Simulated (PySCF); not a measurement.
**C₆H₅ radical: EPR parameters at several levels of theory**

How much do the EPR parameters of C₆H₅ radical (`C=C1[C]=CC1=C`) depend on the level of theory, and what does each level cost?

Computed with PySCF 2.14.0, with density-fitted response routines of our own, on a single molecule in the gas phase. Atoms are numbered from 0 throughout.

### 1 The molecule as given

11 atoms, charge 0, multiplicity 2; geometry from: GFN2-xTB.

Bonds of the start (Å): C0–C1 1.32, C1–C2 1.47, C2–C3 1.34, C3–C4 1.48, C4–C5 1.32, C4–C1 1.50, C0–H6 1.08, C0–H7 1.08, C3–H8 1.07, C5–H9 1.08, C5–H10 1.08.

### 2 Optimising the geometry at PBE0-D3(BJ)/def2-SVP

The job: settings as JSON, then the geometry in Å.

```
{"job": {"xc": "PBE0", "basis": "def2-SVP", "d3": "d3bj", "grid": 1, "kind": "geom"}, "charge": 0, "multiplicity": 2}
C      1.987360     0.016170    -0.071740
C      0.759790    -0.448410    -0.179820
C      0.093770    -1.703430    -0.563290
C     -1.161910    -1.261170    -0.378150
C     -0.634250     0.055230     0.033170
C     -1.156530     1.201910     0.431090
H      2.178320     1.027050     0.247830
H      2.845480    -0.594370    -0.297390
H     -2.149440    -1.661690    -0.472500
H     -0.529640     2.038910     0.686270
H     -2.222090     1.335150     0.512600
```

The program printed:

```text
step   0  E = -231.01264579  max force = 0.013146
step   1  E = -231.01419027  max force = 0.002960
step   2  E = -231.01421411  max force = 0.002996
step   3  E = -231.01425587  max force = 0.000422
step   4  E = -231.01425634  max force = 0.000241
optimisation converged
```

Wall time 32 s (1 thread, shared host).

Step by step:

```tsv
step	energy from step 0 (eV)	largest force component (eV/Å)
0	0.0000	0.6760
1	-0.0420	0.1522
2	-0.0427	0.1541
3	-0.0438	0.0217
4	-0.0438	0.0124
```

Distances of close pairs at the start and the end, largest changes first:

```tsv
bond	before (Å)	after (Å)	change (Å)
C3–H8	1.070	1.089	+0.019
C5–H9	1.076	1.092	+0.016
C5–H10	1.077	1.092	+0.015
C0–H6	1.077	1.092	+0.015
C0–H7	1.077	1.092	+0.015
C4–C5	1.321	1.335	+0.014
C0–C1	1.317	1.330	+0.013
C1–C4	1.497	1.509	+0.012
```

The next job starts from the end point, and lists it.

```tsv
at the end point	value
point group (found at 0.08 Å tolerance)	Cs
rotational constants (GHz, main isotopes)	5.941, 4.316, 2.500
dipole moment (D)	0.65
⟨S²⟩	0.774
```

### 3 EPR parameters: B3LYP/IGLO-III+pcH-1

The job: settings as JSON, then the geometry in Å.

```
{"job": {"kind": "epr"}, "charge": 0, "multiplicity": 2}
C      1.998145     0.021890    -0.069563
C      0.764148    -0.461297    -0.182854
C      0.094122    -1.714735    -0.568391
C     -1.171773    -1.273238    -0.380438
C     -0.640158     0.047847     0.033108
C     -1.155588     1.212333     0.434007
H      2.164806     1.049905     0.260087
H      2.869568    -0.594054    -0.301846
H     -2.173299    -1.688264    -0.481337
H     -0.503904     2.051642     0.686526
H     -2.235209     1.353320     0.518771
```

With the program's defaults for keys left out, this is: UKS B3LYP, IGLO-III on C, pcH-1 on H, non-relativistic, mean-field spin-orbit, GIAO.

The program printed:

```text
UKS, coarse grid
  cycle   1  E = -231.49890814  |g| = 2.83e-01
  cycle   2  E = -231.46382139  |g| = 3.79e-01
  cycle   3  E = -231.53420054  |g| = 1.15e-01
  cycle   4  E = -231.54170483  |g| = 3.35e-02
  cycle   5  E = -231.54227795  |g| = 1.55e-02
  cycle   6  E = -231.54241428  |g| = 4.41e-03
  cycle   7  E = -231.54244074  |g| = 3.32e-03
  cycle   8  E = -231.54245398  |g| = 1.68e-03
  cycle   9  E = -231.54246394  |g| = 8.33e-04
UKS, final grid
  cycle   1  E = -231.54246365  |g| = 7.78e-04
  cycle   2  E = -231.54246436  |g| = 1.14e-03
  cycle   3  E = -231.54246519  |g| = 3.82e-04
  cycle   4  E = -231.54246575  |g| = 3.39e-04
  cycle   5  E = -231.54246627  |g| = 7.71e-05
  cycle   6  E = -231.54246627  |g| = 4.05e-05
  cycle   7  E = -231.54246627  |g| = 1.80e-05
E = -231.54246627 Eh   <S^2> = 0.7623 (exact 0.7500)
g shifts (ppm)      1          2          3
  rmc          -172       -172       -172
  gc             17          9        -14
  oz_so        -768        -47        654
  total        -923       -210        468
hyperfine (MHz)  atom isotope    a_iso     a_fc   dipolar eigenvalues
    0   13C      -2.90      -2.90     -1.88      0.71      1.17
    1   13C      32.86      32.86    -13.60     -8.89     22.49
    2   13C     399.85     399.85    -76.35    -53.49    129.84
    3   13C      17.40      17.40    -23.85     -0.85     24.70
    4   13C     115.80     115.80     -7.75     -2.00      9.75
    5   13C      41.36      41.36    -12.37      0.68     11.69
    6    1H       3.33       3.33     -1.94     -1.80      3.74
    7    1H       6.95       6.95     -2.74     -2.17      4.91
    8    1H      14.23      14.23     -6.81     -3.82     10.63
    9    1H       4.95       4.95     -2.53     -1.41      3.94
   10    1H       4.40       4.40     -2.40     -1.31      3.71
```

Run time: 40 s. Hardware: 1 thread, shared host.

Principal g values 2.00140, 2.00211, 2.00279; g(iso) = 2.00210, against 2.00232 for a free electron.

Hyperfine couplings, nucleus by nucleus at this fixed geometry (no averaging over rotations):

```tsv
nuclei	isotope	a(iso) (MHz)	a(iso) (G, at g = 2.0023)	largest dipolar term (MHz)
C2	13C	399.8	142.7	129.8
C4	13C	115.8	41.3	9.8
C5	13C	41.4	14.8	-12.4
C1	13C	32.9	11.7	22.5
C3	13C	17.4	6.2	24.7
H8	1H	14.2	5.1	10.6
H7	1H	7.0	2.5	4.9
H9	1H	4.9	1.8	3.9
H10	1H	4.4	1.6	3.7
H6	1H	3.3	1.2	3.7
C0	13C	-2.9	-1.0	-1.9
```

Mulliken spin populations:

```tsv
atom	value (e)
C0	0.02
C1	0.04
C2	0.91
C3	-0.06
C4	0.10
C5	-0.03
H6	0.00
H7	0.01
H8	0.01
H9	0.00
H10	0.00
```

In first order the couplings over 0.8 MHz of 1H give 32 distinct lines over 12.1 G.

### 4 g tensor and hyperfine couplings: PBE/IGLO-III+pcH-1

Settings changed since step 3:

```diff
@@ -1,2 +1,2 @@
-{"job": {"kind": "epr"}, "charge": 0, "multiplicity": 2}
+{"job": {"kind": "epr", "xc": "PBE"}, "charge": 0, "multiplicity": 2}
 C      1.998145     0.021890    -0.069563
```

Level: UKS PBE, IGLO-III on C, pcH-1 on H, non-relativistic, mean-field spin-orbit, GIAO.

The program printed:

```text
UKS, coarse grid
  cycle   1  E = -231.17023697  |g| = 3.58e-01
  cycle   2  E = -231.01495774  |g| = 6.19e-01
  cycle   3  E = -231.20103951  |g| = 2.39e-01
  cycle   4  E = -231.23684161  |g| = 4.82e-02
  cycle   5  E = -231.23722596  |g| = 4.28e-02
  cycle   6  E = -231.23809650  |g| = 8.77e-03
  cycle   7  E = -231.23812327  |g| = 6.33e-03
  cycle   8  E = -231.23815029  |g| = 1.15e-03
  cycle   9  E = -231.23815156  |g| = 8.10e-04
UKS, final grid
  cycle   1  E = -231.23817440  |g| = 1.43e-03
  cycle   2  E = -231.23817031  |g| = 3.20e-03
  cycle   3  E = -231.23817538  |g| = 6.23e-04
  cycle   4  E = -231.23817559  |g| = 1.61e-04
  cycle   5  E = -231.23817562  |g| = 1.51e-04
  cycle   6  E = -231.23817565  |g| = 2.88e-05
  cycle   7  E = -231.23817565  |g| = 1.82e-05
E = -231.23817565 Eh   <S^2> = 0.7593 (exact 0.7500)
g shifts (ppm)      1          2          3
  rmc          -169       -169       -169
  gc             15          9        -12
  oz_so        -757        -46        658
  total        -910       -205        477
hyperfine (MHz)  atom isotope    a_iso     a_fc   dipolar eigenvalues
    0   13C      -3.16      -3.16     -1.21     -0.07      1.28
    1   13C      29.58      29.58    -12.84     -8.84     21.68
    2   13C     363.88     363.88    -72.64    -54.29    126.93
    3   13C      17.99      17.99    -21.32     -1.88     23.20
    4   13C     112.17     112.17     -7.59     -3.84     11.43
    5   13C      44.78      44.78    -11.33     -0.28     11.61
    6    1H       4.56       4.56     -1.83     -1.74      3.57
    7    1H       8.58       8.58     -2.71     -2.27      4.98
    8    1H      13.03      13.03     -6.86     -3.82     10.69
    9    1H       4.75       4.75     -2.69     -1.08      3.77
   10    1H       4.08       4.08     -2.58     -1.06      3.64
```

Run time: 21 s. Hardware: 1 thread, shared host.

In short: g(iso) 2.00211.

### 5 EPR parameters: PBE0/IGLO-III+pcH-1

Settings changed since step 4:

```diff
@@ -1,2 +1,2 @@
-{"job": {"kind": "epr", "xc": "PBE"}, "charge": 0, "multiplicity": 2}
+{"job": {"kind": "epr", "xc": "PBE0"}, "charge": 0, "multiplicity": 2}
 C      1.998145     0.021890    -0.069563
```

With the program's defaults for keys left out, this is: UKS PBE0, IGLO-III on C, pcH-1 on H, non-relativistic, mean-field spin-orbit, GIAO.

The program printed:

```text
UKS, coarse grid
  cycle   1  E = -231.21494906  |g| = 2.53e-01
  cycle   2  E = -231.19776685  |g| = 3.15e-01
  cycle   3  E = -231.24597684  |g| = 9.52e-02
  cycle   4  E = -231.25110635  |g| = 3.21e-02
  cycle   5  E = -231.25171520  |g| = 1.26e-02
  cycle   6  E = -231.25183054  |g| = 5.25e-03
  cycle   7  E = -231.25188613  |g| = 3.45e-03
  cycle   8  E = -231.25190969  |g| = 2.34e-03
  cycle   9  E = -231.25193457  |g| = 1.26e-03
  cycle  10  E = -231.25194649  |g| = 6.84e-04
  cycle  11  E = -231.25194850  |g| = 4.42e-04
UKS, final grid
  cycle   1  E = -231.25197503  |g| = 4.32e-04
  cycle   2  E = -231.25197519  |g| = 4.80e-04
  cycle   3  E = -231.25197535  |g| = 1.53e-04
  cycle   4  E = -231.25197548  |g| = 1.78e-04
  cycle   5  E = -231.25197557  |g| = 4.44e-05
  cycle   6  E = -231.25197558  |g| = 3.25e-05
  cycle   7  E = -231.25197558  |g| = 2.46e-05
E = -231.25197558 Eh   <S^2> = 0.7707 (exact 0.7500)
g shifts (ppm)      1          2          3
  rmc          -169       -169       -169
  gc             17         10        -14
  oz_so        -810        -47        617
  total        -961       -206        434
hyperfine (MHz)  atom isotope    a_iso     a_fc   dipolar eigenvalues
    0   13C      -2.12      -2.12     -2.83     -0.25      3.09
    1   13C      27.90      27.90    -14.25     -7.72     21.96
    2   13C     406.18     406.18    -77.32    -47.95    125.27
    3   13C      12.75      12.75    -27.65      1.35     26.30
    4   13C     114.32     114.32     -8.33      0.55      7.79
    5   13C      38.99      38.99    -15.27      2.21     13.07
    6    1H       1.40       1.40     -2.29     -1.73      4.02
    7    1H       5.32       5.32     -2.70     -1.99      4.69
    8    1H      15.33      15.33     -6.86     -3.70     10.56
    9    1H       6.54       6.54     -2.60     -1.88      4.47
   10    1H       5.90       5.90     -2.44     -1.66      4.10
```

Run time: 41 s. Hardware: 1 thread, shared host.

In short: g(iso) 2.00207.

### 6 EPR parameters: BHandHLYP/IGLO-III+pcH-1

Settings changed since step 5:

```diff
@@ -1,2 +1,2 @@
-{"job": {"kind": "epr", "xc": "PBE0"}, "charge": 0, "multiplicity": 2}
+{"job": {"kind": "epr", "xc": "BHandHLYP"}, "charge": 0, "multiplicity": 2}
 C      1.998145     0.021890    -0.069563
```

Level: UKS BHandHLYP, IGLO-III on C, pcH-1 on H, non-relativistic, mean-field spin-orbit, GIAO.

The program printed:

```text
UKS, coarse grid
  cycle   1  E = -231.34280590  |g| = 2.33e-01
  cycle   2  E = -231.36243066  |g| = 1.99e-01
  cycle   3  E = -231.38047484  |g| = 7.01e-02
  cycle   4  E = -231.38370993  |g| = 2.32e-02
  cycle   5  E = -231.38412770  |g| = 7.74e-03
  cycle   6  E = -231.38425954  |g| = 5.46e-03
  cycle   7  E = -231.38434402  |g| = 3.56e-03
  cycle   8  E = -231.38441103  |g| = 2.84e-03
  cycle   9  E = -231.38446599  |g| = 2.33e-03
  cycle  10  E = -231.38452040  |g| = 1.52e-03
  cycle  11  E = -231.38454677  |g| = 8.91e-04
  cycle  12  E = -231.38455341  |g| = 6.51e-04
UKS, final grid
  cycle   1  E = -231.38455309  |g| = 5.79e-04
  cycle   2  E = -231.38455383  |g| = 5.94e-04
  cycle   3  E = -231.38455420  |g| = 3.61e-04
  cycle   4  E = -231.38455517  |g| = 2.96e-04
  cycle   5  E = -231.38455588  |g| = 1.43e-04
  cycle   6  E = -231.38455607  |g| = 1.13e-04
  cycle   7  E = -231.38455621  |g| = 4.83e-05
  cycle   8  E = -231.38455623  |g| = 3.20e-05
  cycle   9  E = -231.38455623  |g| = 1.65e-05
E = -231.38455623 Eh   <S^2> = 0.7889 (exact 0.7500)
g shifts (ppm)      1          2          3
  rmc          -172       -172       -172
  gc             18          9        -17
  oz_so        -838        -48        607
  total        -991       -211        417
hyperfine (MHz)  atom isotope    a_iso     a_fc   dipolar eigenvalues
    0   13C       2.25       2.25     -5.43     -2.84      8.27
    1   13C      27.61      27.61    -18.08     -6.13     24.22
    2   13C     459.16     459.16    -83.22    -41.81    125.03
    3   13C       5.95       5.95    -35.09      4.80     30.30
    4   13C     123.77     123.77     -9.74      4.32      5.43
    5   13C      30.90      30.90    -20.05      4.91     15.14
    6    1H      -2.20      -2.20     -3.37     -1.68      5.05
    7    1H       1.47       1.47     -2.73     -1.52      4.25
    8    1H      19.83      19.83     -6.81     -3.87     10.67
    9    1H       9.60       9.60     -3.12     -2.48      5.60
   10    1H       8.98       8.98     -2.68     -2.26      4.94
```

Wall time 44 s (1 thread, shared host).

This run: g(iso) 2.00206.

### 7 EPR parameters: HF/IGLO-III+pcH-1

Settings changed since step 6:

```diff
@@ -1,2 +1,2 @@
-{"job": {"kind": "epr", "xc": "BHandHLYP"}, "charge": 0, "multiplicity": 2}
+{"job": {"kind": "epr", "xc": "HF"}, "charge": 0, "multiplicity": 2}
 C      1.998145     0.021890    -0.069563
```

Method: UKS HF, IGLO-III on C, pcH-1 on H, non-relativistic, mean-field spin-orbit, GIAO.

The program printed:

```text
UKS, final grid
  cycle   1  E = -229.90591388  |g| = 3.36e-01
  cycle   2  E = -229.99301644  |g| = 1.63e-01
  cycle   3  E = -230.00891530  |g| = 7.70e-02
  cycle   4  E = -230.01485671  |g| = 2.62e-02
  cycle   5  E = -230.01609165  |g| = 1.68e-02
  cycle   6  E = -230.01712896  |g| = 1.33e-02
  cycle   7  E = -230.01788541  |g| = 1.32e-02
  cycle   8  E = -230.01808540  |g| = 1.33e-02
  cycle   9  E = -230.01678538  |g| = 1.23e-02
  cycle  10  E = -230.01487472  |g| = 9.41e-03
  cycle  11  E = -230.01452755  |g| = 7.39e-03
  cycle  12  E = -230.01445466  |g| = 5.77e-03
  cycle  13  E = -230.01445629  |g| = 4.19e-03
  cycle  14  E = -230.01450221  |g| = 2.45e-03
  cycle  15  E = -230.01450679  |g| = 1.87e-03
  cycle  16  E = -230.01451581  |g| = 1.44e-03
  cycle  17  E = -230.01452813  |g| = 1.16e-03
  cycle  18  E = -230.01454080  |g| = 9.49e-04
  cycle  19  E = -230.01455293  |g| = 6.65e-04
  cycle  20  E = -230.01456079  |g| = 3.22e-04
  cycle  21  E = -230.01456184  |g| = 1.38e-04
  cycle  22  E = -230.01456188  |g| = 8.77e-05
  cycle  23  E = -230.01456190  |g| = 7.79e-05
  cycle  24  E = -230.01456192  |g| = 7.68e-05
  cycle  25  E = -230.01456193  |g| = 7.74e-05
  cycle  26  E = -230.01456189  |g| = 7.36e-05
  cycle  27  E = -230.01456171  |g| = 4.80e-05
  cycle  28  E = -230.01456162  |g| = 2.61e-05
  cycle  29  E = -230.01456161  |g| = 2.06e-05
  cycle  30  E = -230.01456161  |g| = 1.80e-05
E = -230.01456161 Eh   <S^2> = 0.9538 (exact 0.7500)
g shifts (ppm)      1          2          3
  rmc          -170       -170       -170
  gc             25          7         -6
  oz_so        -698        -23        500
  total        -843       -187        324
hyperfine (MHz)  atom isotope    a_iso     a_fc   dipolar eigenvalues
    0   13C     -88.86     -88.86    -60.43     27.90     32.53
    1   13C     137.14     137.14    -36.56     -5.03     41.59
    2   13C     427.49     427.49    -94.78    -58.09    152.87
    3   13C      79.71      79.71    -22.97     -0.16     23.12
    4   13C      20.64      20.64    -31.30      6.87     24.44
    5   13C      83.48      83.48    -17.00    -10.10     27.11
    6    1H      53.09      53.09    -15.31     -2.03     17.35
    7    1H      57.36      57.36    -18.34     -2.74     21.07
    8    1H     -28.49     -28.49    -11.94     -6.43     18.37
    9    1H     -28.38     -28.38     -8.72     -2.03     10.75
   10    1H     -29.15     -29.15     -7.66     -2.18      9.84
```

Run time: 34 s. Hardware: 1 thread, shared host.

Key values: g(iso) 2.00208, not to be trusted: the run shows spin contamination.

### 8 EPR parameters: CAM-B3LYP/IGLO-III+pcH-1

Settings changed since step 7:

```diff
@@ -1,2 +1,2 @@
-{"job": {"kind": "epr", "xc": "HF"}, "charge": 0, "multiplicity": 2}
+{"job": {"kind": "epr", "xc": "CAM-B3LYP"}, "charge": 0, "multiplicity": 2}
 C      1.998145     0.021890    -0.069563
```

Level: UKS CAM-B3LYP, IGLO-III on C, pcH-1 on H, non-relativistic, mean-field spin-orbit, GIAO.

The program printed:

```text
UKS, coarse grid
  cycle   1  E = -231.36286478  |g| = 2.27e-01
  cycle   2  E = -231.37298586  |g| = 2.19e-01
  cycle   3  E = -231.39469370  |g| = 5.99e-02
  cycle   4  E = -231.39698773  |g| = 2.43e-02
  cycle   5  E = -231.39742924  |g| = 7.04e-03
  cycle   6  E = -231.39753054  |g| = 5.04e-03
  cycle   7  E = -231.39758762  |g| = 2.71e-03
  cycle   8  E = -231.39762242  |g| = 1.99e-03
  cycle   9  E = -231.39764241  |g| = 1.54e-03
  cycle  10  E = -231.39765920  |g| = 9.13e-04
  cycle  11  E = -231.39766709  |g| = 4.38e-04
UKS, final grid
  cycle   1  E = -231.39766412  |g| = 3.57e-04
  cycle   2  E = -231.39766448  |g| = 3.14e-04
  cycle   3  E = -231.39766464  |g| = 2.27e-04
  cycle   4  E = -231.39766511  |g| = 1.66e-04
  cycle   5  E = -231.39766523  |g| = 7.27e-05
  cycle   6  E = -231.39766526  |g| = 5.29e-05
  cycle   7  E = -231.39766528  |g| = 2.50e-05
  cycle   8  E = -231.39766528  |g| = 1.37e-05
E = -231.39766528 Eh   <S^2> = 0.7683 (exact 0.7500)
g shifts (ppm)      1          2          3
  rmc          -171       -171       -171
  gc             19         10        -15
  oz_so        -788        -50        667
  total        -941       -212        481
hyperfine (MHz)  atom isotope    a_iso     a_fc   dipolar eigenvalues
    0   13C      -1.98      -1.98     -2.87     -0.22      3.09
    1   13C      31.67      31.67    -14.69     -8.18     22.87
    2   13C     399.65     399.65    -79.15    -50.33    129.48
    3   13C      16.32      16.32    -27.80      1.13     26.67
    4   13C     117.05     117.05     -8.34      0.44      7.90
    5   13C      38.73      38.73    -14.31      1.96     12.35
    6    1H       1.61       1.61     -2.27     -1.76      4.03
    7    1H       5.11       5.11     -2.74     -1.98      4.73
    8    1H      16.34      16.34     -6.78     -3.82     10.60
    9    1H       5.46       5.46     -2.45     -1.86      4.31
   10    1H       4.95       4.95     -2.29     -1.65      3.94
```

Wall time 59 s (1 thread, shared host).

In short: g(iso) 2.00210.

### 9 Side by side: EPR parameters

g, ⟨S²⟩ and isotropic hyperfine couplings (MHz), with basis size and wall time; * marks a run flagged for spin contamination, instability or a large g shift:

```tsv
run	g(iso)	⟨S²⟩	13C C2	13C C4	13C C5	13C C1	13C C3	functions	time
B3LYP/IGLO-III+pcH-1	2.00210	0.762	399.8	115.8	41.4	32.9	17.4	260	40 s
PBE/IGLO-III+pcH-1	2.00211	0.759	363.9	112.2	44.8	29.6	18.0	260	21 s
PBE0/IGLO-III+pcH-1	2.00207	0.771	406.2	114.3	39.0	27.9	12.8	260	41 s
BHandHLYP/IGLO-III+pcH-1	2.00206	0.789	459.2	123.8	30.9	27.6	5.9	260	44 s
HF/IGLO-III+pcH-1*	2.00208	0.954	427.5	20.6	83.5	137.1	79.7	260	34 s
CAM-B3LYP/IGLO-III+pcH-1	2.00210	0.768	399.7	117.1	38.7	31.7	16.3	260	59 s
```

### 10 Summary of results

| quantity | value |
| --- | --- |
| point group | Cs |
| rotational constants (main isotopes) | 5.94, 4.32, 2.50 GHz |
| g(iso) (B3LYP) | 2.00210 |
| ⟨S²⟩ | 0.762 (exact 0.75) |
| largest a(iso) | 13C on C2, 399.8 MHz |
| property runs in this session | 6, of which 0 failed and 1 gave unsound results |

**Reading.** Single values in the summary come from the first run of each kind that ended normally (B3LYP/IGLO-III+pcH-1), which need not be the best level. Over 4 steps the energy fell by 0.044 eV; of the close pairs, C3–H8 changed most, 1.070 to 1.089 Å. C2 carries the largest spin population, 0.91 e. The isotropic g lies 0.2 ppt below the free-electron value. The coupling of 13C on C2 runs from 363.9 (PBE/IGLO-III+pcH-1) to 459.2 MHz (BHandHLYP/IGLO-III+pcH-1), the starred runs left aside.
